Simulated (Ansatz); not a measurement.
# CH5AlO: one species, many methods

An exercise on one series of results from a longer session: the logs are not shown, and one member is left open.

Computed with Ansatz 0.2.0, Gaussian basis. Level: functionals in def2-TZVPP, the program's frozen cores in correlated methods.

Levels to be run: LDA (SPW92), PBE-D4, revPBE-D4, BLYP-D4, r2SCAN-D4, B97M-V, PBE0-D4, B3LYP-D4, r2SCANh-D4, r2SCAN0-D4, HSE06-D4, BHLYP-D4, CAM-B3LYP-D4, LC-ωPBE, ωB97X-V, ωB97M-V, B2PLYP, PBE-QIDH; CCSD(T)/def2-SVP; CCSD(T)/def2-TZVPP; MP2/def2-QZVPP; extrapolation to the limit; RPA on PBE.

### The relaxed structure

All runs share one geometry, relaxed beforehand with PBE0-D4 in a triple-zeta def2 set.

8 atoms, charge 0, spin multiplicity 1.

Atoms are counted from 1 here; the program's logs count them from 0.

Bond lengths: O1–C2 1.519 Å, O1–Al3 1.965 Å, O1–H4 0.961 Å, C2–Al3 1.945 Å, C2–H5 1.089 Å, C2–H6 1.087 Å, Al3–H7 1.588 Å, Al3–H8 1.583 Å. Angles: C2–O1–Al3 66.5°, C2–O1–H4 111.1°, Al3–O1–H4 121.6°, O1–C2–Al3 67.8°, O1–C2–H5 109.4°, O1–C2–H6 106.8°, Al3–C2–H5 121.3°, Al3–C2–H6 126.3°, H5–C2–H6 111.0°, O1–Al3–C2 45.7°, O1–Al3–H7 108.7°, O1–Al3–H8 111.3°, C2–Al3–H7 115.9°, C2–Al3–H8 120.9°, H7–Al3–H8 123.2°.

Coordinates:

```mol
CH5AlO
  3D, bonds by distance, orders not assigned

  8  8  0  0  0  0  0  0  0  0999 V2000
   -0.5350    0.3776   -0.8582 O   0  0
   -0.1732    0.7415    0.5710 C   0  0
    0.8028   -0.8187   -0.0586 Al  0  0
   -1.4593    0.1241   -0.9278 H   0  0
   -1.0527    0.6404    1.2045 H   0  0
    0.1783    1.7699    0.5535 H   0  0
    0.1223   -2.2248    0.2300 H   0  0
    2.2088   -0.6669   -0.7702 H   0  0
  1  2  8  0
  1  3  8  0
  1  4  8  0
  2  3  8  0
  2  5  8  0
  2  6  8  0
  3  7  8  0
  3  8  8  0
M  END
```

The first run:

The input, in.yaml:

```yaml
crystal:
  periodic: [false, false, false]
  atoms:
    - {symbol: O, position_ang: [-0.535038, 0.377591, -0.858197]}
    - {symbol: C, position_ang: [-0.173154, 0.741503, 0.571046]}
    - {symbol: Al, position_ang: [0.802812, -0.818739, -0.058601]}
    - {symbol: H, position_ang: [-1.459252, 0.124061, -0.927844]}
    - {symbol: H, position_ang: [-1.052685, 0.640405, 1.204482]}
    - {symbol: H, position_ang: [0.178255, 1.769868, 0.553465]}
    - {symbol: H, position_ang: [0.122260, -2.224753, 0.229979]}
    - {symbol: H, position_ang: [2.208801, -0.666938, -0.770231]}
basis:
  gaussian: {orbitals: def2-TZVPP}
hamiltonian: {xc: lda}
output: {orbitals: {seedname: orbitals}}
```

Launch:

```sh
$ ansatz run in.yaml --threads 2 --pin off --events-out ev --progress --plain --max-ram 4352MiB
```

Steps of the session up to this table: LDA; PBE-D4 (GGA); revPBE-D4 (GGA); BLYP-D4 (GGA); r2SCAN-D4 (meta-GGA); B97M-V (meta-GGA); PBE0-D4 (hybrid); B3LYP-D4 (hybrid); r2SCANh-D4 (hybrid); r2SCAN0-D4 (hybrid); HSE06-D4 (hybrid); BHLYP-D4 (hybrid); CAM-B3LYP-D4 (range-separated); LC-ωPBE (range-separated); ωB97X-V (range-separated); ωB97M-V (range-separated); B2PLYP (double hybrid); PBE-QIDH (double hybrid).

One of the session's tables, all rows but one given; the rest of the session is left out.

It belongs to the step «Orbital energies across the functionals». 

```
  functional  HOMO (eV)  gap (eV)
 LDA (SPW92)      -6.20      4.84
      PBE-D4      -6.08      4.90
   revPBE-D4      -6.03      4.93
     BLYP-D4      -5.97      4.84
   r2SCAN-D4      -6.34      5.63
      B97M-V      -6.46      5.45
     PBE0-D4      -7.39      7.04
    B3LYP-D4      -7.19      6.57
  r2SCANh-D4      -6.83      6.39
  r2SCAN0-D4          ?         ?
    HSE06-D4      -6.98      6.27
    BHLYP-D4      -8.64      9.02
CAM-B3LYP-D4      -8.82      9.34
     LC-ωPBE     -10.20     11.90
     ωB97X-V      -9.83     11.38
     ωB97M-V      -9.69     10.88
```

**Question.** Estimate the row for r2SCAN0-D4.

Worked estimate for «HOMO (eV)». Against the share of exact exchange, r2SCAN-D4 (0, -6.34), r2SCANh-D4 (0.1, -6.83) give a slope of -4.90 per unit share; at 0.25 the line stands at -7.56.

As computed: HOMO (eV): -7.56; gap (eV): 7.51. In «HOMO (eV)» the line misses by 0.00.
